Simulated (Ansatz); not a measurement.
For hcp K (model structure), LDA (plane waves, PAW; Ansatz, a program for electronic structure) gives:

* **lattice parameter a**: 4.507 Å
* **lattice parameter c**: 7.346 Å

Q: What does r²SCAN (PAW; Ansatz) give for the same quantities?

A: 
- lattice constant a: 4.774 Å (rises by 5.9 %)
- lattice parameter c: 7.798 Å (increases by 6.2 %)

Changes are worked out from the printed values.

Unless a cell is named, each level is at its own relaxed cell (LDA 64.62, r²SCAN 76.97 Å³/atom).

Ansatz's density-functional and Hartree–Fock values are scalar-relativistic unless marked +SOC, with PAW data made under PBE.

A model structure was made by putting elements into a prototype or built by hand; it is no filed structure, need not be a known phase, and can be a saddle point held by its symmetry.
